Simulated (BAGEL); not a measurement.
**singlet CH3OSi−: levels of theory compared**

Wanted: a comparison of 5 runs (HF/STO-3G, HF/3-21G, B3LYP/aug-cc-pVDZ, PBE0/aug-cc-pVDZ, RI-MP2/aug-cc-pVDZ) of singlet CH3OSi−. 

The results are computed with BAGEL 1.2.2.

3 further runs of the same task are left out: 1 that didn't finish, 2 set aside as unsound or not needed.

## (1) The system as given

The species is CH3OSi− (6 atoms), meant as a singlet with charge -1. As SMILES of the parent species, `O=C[SiH2]`. The coordinates come from a GFN2-xTB relaxation. This is one conformer, not always the lowest. That shape belongs to the parent species and isn't relaxed for this state.

Bond lengths: O1–C2 1.230 Å, C2–Si3 1.846 Å, C2–H4 1.110 Å, Si3–H5 1.452 Å, Si3–H6 1.448 Å. Angles: O1–C2–Si3 124.1°, O1–C2–H4 119.3°, Si3–C2–H4 116.7°, C2–Si3–H5 118.9°, C2–Si3–H6 122.6°, H5–Si3–H6 118.6°.

## (2) A single-point energy at HF/STO-3G (density fitting with qzvpp-jkfit) (run 1)

input.json reads:

```json
{ "bagel": [

{
  "title": "molecule",
  "basis": "sto-3g",
  "df_basis": "qzvpp-jkfit",
  "angstrom": true,
  "geometry": [
    { "atom": "O", "xyz": [      -0.405500,      -1.673820,       0.915670 ] },
    { "atom": "C", "xyz": [      -0.242670,      -0.939410,      -0.057320 ] },
    { "atom": "Si", "xyz": [       0.219510,       0.844060,       0.059210 ] },
    { "atom": "H", "xyz": [      -0.377500,      -1.353030,      -1.078150 ] },
    { "atom": "H", "xyz": [       0.382310,       1.607150,      -1.165410 ] },
    { "atom": "H", "xyz": [       0.423850,       1.515060,       1.325990 ] }
  ]
},

{
  "title": "hf",
  "charge": -1
},

{
  "title": "print",
  "file": "orbitals.molden",
  "orbitals": true
}

]}
```

On the command line:

```
$ BAGEL_NUM_THREADS=1 BAGEL input.json > input.out
```

Output:

```text
* using 1 threads per process

  ===============================================================
  ===============================================================

  *** Geometry ***

  { "atom" : "O", "xyz" : [     -0.766284,     -3.163061,      1.730366 ] },
  { "atom" : "C", "xyz" : [     -0.458580,     -1.775228,     -0.108319 ] },
  { "atom" : "Si", "xyz" : [      0.414814,      1.595042,      0.111891 ] },
  { "atom" : "H", "xyz" : [     -0.713372,     -2.556856,     -2.037408 ] },
  { "atom" : "H", "xyz" : [      0.722461,      3.037073,     -2.202306 ] },
  { "atom" : "H", "xyz" : [      0.800960,      2.863048,      2.505758 ] },

  Number of auxiliary basis functions:      334

  Since a DF basis is specified, we compute 2- and 3-index integrals:
    o Being stored without compression. Storage requirement is 0.001 GB

  Number of basis functions:       22
  Number of electrons      :       31

    * METHOD: MOLECULE                             0.11

  *** RHF ***

  === Nuclear Repulsion ===
    89.5907003125

      * DIIS with orbital gradients will be used.

  === RHF iteration (sto-3g) ===
      0       -398.13142986          0.02403572           0.01
      1       -398.21728578          0.01839365           0.01
      2       -398.26965463          0.00243842           0.01
      3       -398.27287090          0.00116545           0.01
      4       -398.27372699          0.00060671           0.01
      5       -398.27397890          0.00015441           0.01
      6       -398.27398719          0.00003390           0.01
      7       -398.27398754          0.00000817           0.01
      8       -398.27398756          0.00000269           0.01
      9       -398.27398756          0.00000109           0.01
     10       -398.27398756          0.00000026           0.01
     11       -398.27398756          0.00000009           0.01
     12       -398.27398756          0.00000003           0.01
     13       -398.27398756          0.00000001           0.01
    * SCF iteration converged.

    * Permanent dipole moment:
           (    0.018564,     0.032770,     0.323154) a.u.

    * METHOD: HF                                   0.20

    * METHOD: PRINT                                0.00

  ===============================================================
```

It took 0.48 s on 1 thread of Arm Neoverse N1, shared host; peak memory 0.083 GiB.

## (3) The energy at HF/3-21G (density fitting with qzvpp-jkfit) (run 2)

calc.json reads:

```json
{ "bagel" : [

{
  "title" : "molecule",
  "basis" : "3-21g",
  "df_basis" : "qzvpp-jkfit",
  "angstrom" : true,
  "geometry" : [
    { "atom" : "O", "xyz" : [      -0.405500,      -1.673820,       0.915670 ] },
    { "atom" : "C", "xyz" : [      -0.242670,      -0.939410,      -0.057320 ] },
    { "atom" : "Si", "xyz" : [       0.219510,       0.844060,       0.059210 ] },
    { "atom" : "H", "xyz" : [      -0.377500,      -1.353030,      -1.078150 ] },
    { "atom" : "H", "xyz" : [       0.382310,       1.607150,      -1.165410 ] },
    { "atom" : "H", "xyz" : [       0.423850,       1.515060,       1.325990 ] }
  ]
},

{ "title" : "hf", "charge" : -1 },

{ "title" : "print", "file" : "orbitals.molden", "orbitals" : true }

]}
```

On the command line:

```
$ BAGEL_NUM_THREADS=1 BAGEL calc.json > calc.out
```

Output:

```text
* using 1 threads per process

  ===============================================================
  ===============================================================

  *** Geometry ***

  { "atom" : "O", "xyz" : [     -0.766284,     -3.163061,      1.730366 ] },
  { "atom" : "C", "xyz" : [     -0.458580,     -1.775228,     -0.108319 ] },
  { "atom" : "Si", "xyz" : [      0.414814,      1.595042,      0.111891 ] },
  { "atom" : "H", "xyz" : [     -0.713372,     -2.556856,     -2.037408 ] },
  { "atom" : "H", "xyz" : [      0.722461,      3.037073,     -2.202306 ] },
  { "atom" : "H", "xyz" : [      0.800960,      2.863048,      2.505758 ] },

  Number of auxiliary basis functions:      334

  Since a DF basis is specified, we compute 2- and 3-index integrals:
    o Being stored without compression. Storage requirement is 0.004 GB

  Number of basis functions:       37
  Number of electrons      :       31

    * METHOD: MOLECULE                             0.11

  *** RHF ***

  === Nuclear Repulsion ===
    89.5907003125

      * DIIS with orbital gradients will be used.

  === RHF iteration (3-21g) ===
      0       -400.91737308          0.03654743           0.01
      1       -400.99227618          0.03374786           0.01
      2       -401.13631449          0.00411648           0.01
      3       -401.14161568          0.00198226           0.01
      4       -401.14343309          0.00082578           0.01
      5       -401.14404565          0.00023833           0.01
      6       -401.14406716          0.00007676           0.01
      7       -401.14406863          0.00001913           0.01
      8       -401.14406872          0.00001303           0.01
      9       -401.14406876          0.00000215           0.01
     10       -401.14406876          0.00000080           0.01
     11       -401.14406876          0.00000037           0.01
     12       -401.14406876          0.00000018           0.01
     13       -401.14406876          0.00000004           0.01
     14       -401.14406876          0.00000001           0.01
     15       -401.14406876          0.00000000           0.01
    * SCF iteration converged.

    * Permanent dipole moment:
           (    0.087740,     0.274564,     0.558586) a.u.

    * METHOD: HF                                   0.33

    * METHOD: PRINT                                0.01

  ===============================================================
```

Run time: 0.62 s. Hardware: 1 thread of Arm Neoverse N1, shared host; peak memory 0.083 GiB.

Runs 3 to 4 aren't shown in full; the table further down has their settings and results.

## (4) A single-point energy at RI-MP2/aug-cc-pVDZ (density fitting with qzvpp-jkfit) (run 5)

input.json reads:

```json
{ "bagel" : [

{
  "title" : "molecule",
  "basis" : "aug-cc-pvdz.json",
  "df_basis" : "qzvpp-jkfit",
  "angstrom" : true,
  "geometry" : [
    { "atom" : "O", "xyz" : [      -0.405500,      -1.673820,       0.915670 ] },
    { "atom" : "C", "xyz" : [      -0.242670,      -0.939410,      -0.057320 ] },
    { "atom" : "Si", "xyz" : [       0.219510,       0.844060,       0.059210 ] },
    { "atom" : "H", "xyz" : [      -0.377500,      -1.353030,      -1.078150 ] },
    { "atom" : "H", "xyz" : [       0.382310,       1.607150,      -1.165410 ] },
    { "atom" : "H", "xyz" : [       0.423850,       1.515060,       1.325990 ] }
  ]
},

{ "title" : "hf", "charge" : -1 },

{ "title" : "mp2", "charge" : -1, "ncore" : 7 }

]}
```

The basis set aug-cc-pVDZ is read from a file made from the Basis Set Exchange's data (not shown).

On the command line:

```
$ BAGEL_NUM_THREADS=1 BAGEL input.json > input.out
```

Output:

```text
* using 1 threads per process

  ===============================================================
  ===============================================================

  *** Geometry ***

  { "atom" : "O", "xyz" : [     -0.766284,     -3.163061,      1.730366 ] },
  { "atom" : "C", "xyz" : [     -0.458580,     -1.775228,     -0.108319 ] },
  { "atom" : "Si", "xyz" : [      0.414814,      1.595042,      0.111891 ] },
  { "atom" : "H", "xyz" : [     -0.713372,     -2.556856,     -2.037408 ] },
  { "atom" : "H", "xyz" : [      0.722461,      3.037073,     -2.202306 ] },
  { "atom" : "H", "xyz" : [      0.800960,      2.863048,      2.505758 ] },

  Number of auxiliary basis functions:      334

  Since a DF basis is specified, we compute 2- and 3-index integrals:
    o Being stored without compression. Storage requirement is 0.027 GB

  Number of basis functions:      100
  Number of electrons      :       31

    * METHOD: MOLECULE                             0.20

  *** RHF ***

  === Nuclear Repulsion ===
    89.5907003125

      * DIIS with orbital gradients will be used.

  === RHF iteration (aug-cc-pvdz.json) ===
      0       -402.80491997          0.02848012           0.05
      1       -400.12483388          0.07583354           0.05
      2       -403.31518859          0.00650007           0.05
      3       -403.34275441          0.00309243           0.05
      4       -403.35055493          0.00146511           0.05
      5       -403.35317374          0.00079123           0.05
[... 10 lines of this table left out ...]
     16       -403.35431198          0.00000001           0.05
     17       -403.35431198          0.00000000           0.05
    * SCF iteration converged.

    * Permanent dipole moment:
           (    0.048861,     0.133653,     0.439460) a.u.

    * METHOD: HF                                   1.09

  *** RHF ***

  === Nuclear Repulsion ===
    89.5907003125

      * DIIS with orbital gradients will be used.

  === RHF iteration (aug-cc-pvdz.json) ===
      0       -403.35431198          0.00000000           0.05
    * SCF iteration converged.

    * Permanent dipole moment:
           (    0.048861,     0.133654,     0.439460) a.u.

  === DF-MP2 calculation ===

    * freezing 7 orbitals
    * 3-index integral transformation done
    * assembly done

      MP2 correlation energy:   -0.4602182859      0.04

      MP2 total energy:       -403.8145302642

    * METHOD: MP2                                  0.15

  ===============================================================
```

It took 1.6 s on 1 thread of Arm Neoverse N1, shared host; peak memory 0.098 GiB.

## (5) The series

| run | level | frozen core orbitals | energy (Eh) | HOMO energy (eV) | LUMO energy (eV) | HOMO–LUMO gap (eV) | wall time |
| --- | --- | --- | --- | --- | --- | --- | --- |
| 1 | HF/STO-3G (density fitting with qzvpp-jkfit) | – | -398.273988 | 5.08 | 16.29 | 11.21 | 0.48 s |
| 2 | HF/3-21G (density fitting with qzvpp-jkfit) | – | -401.144069 | -0.41 | 10.12 | 10.53 | 0.62 s |
| 3 | B3LYP/aug-cc-pVDZ (density fitting with qzvpp-jkfit) | – | -404.633606 | 0.49 | 3.14 | 2.64 | 12 s |
| 4 | PBE0/aug-cc-pVDZ (density fitting with qzvpp-jkfit) | – | -404.357077 | 0.37 | 3.25 | 2.88 | 11 s |
| 5 | RI-MP2/aug-cc-pVDZ (density fitting with qzvpp-jkfit) | 7 | -403.814530 | – | – | – | 1.6 s |

## (6) Results

| quantity | value |
| --- | --- |
| run 5: total energy | -403.81453 Eh |
| run 5: correlation energy (7 core orbitals frozen) | -460.2 mEh |

What this shows: Over runs 1, 2, 3, 4 the HOMO–LUMO gap runs from 2.64 eV (B3LYP/aug-cc-pVDZ) to 11.21 eV (HF/STO-3G). The two ends differ in method and basis. The empty levels of an anion lie above zero and hang on the basis. Totals of different functionals can't be ranked against each other. In runs 1, 3, 4 the HOMO lies above zero, so the outermost electron may be held by the basis alone. In run 1 the basis is minimal, so the values are rough. All runs together took 26 s, the longest 12 s.
